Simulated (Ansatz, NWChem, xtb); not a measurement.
## Loss of H2: CH3NS → CHNS + H2

Gas-phase species: CH3NS (thioformamide) `NC=S`, singlet; CHNS (isothiocyanic acid) `N=C=S`, singlet; H2 (hydrogen), singlet. This is a balance of energies; it says nothing on the path, which may need atoms to shift.

Shapes, held fixed at every level: PBE0-D4/def2-TZVP. Flexible molecules stand in one conformer, not always the lowest. Programs: Ansatz 0.2.0, NWChem 7.3.0, xtb 6.7.1. A level may come from different programs for different species; with the same settings they agree closely. The zero-point and thermal change to 298 K, harmonic and unscaled (PBE0-D4/def2-TZVP), is -31.4 kJ/mol.

| level | kind | ΔH(298 K) (kJ/mol) |
| --- | --- | --- |
| GFN2-xTB | semi-empirical | +71.6 |
| HF/STO-3G | Hartree–Fock | +113.8 |
| HF/3-21G | Hartree–Fock | +123.9 |
| HF/def2-SVP | Hartree–Fock | +97.6 |
| B3LYP/6-31G* (spherical functions) | global hybrid | +70.1 |
| PBE0/def2-SVP | global hybrid | +94.7 |

PBE0/def2-SVP gives ΔH(298 K) = +94.7 kJ/mol; the levels span +70.1 to +123.9. The median of the levels is +96.2. No measured value is set beside it here. PBE0/def2-SVP lies outside the range of the other correlated levels here, so it shouldn't be taken on trust. Rows in sets without polarisation functions are far from converged.
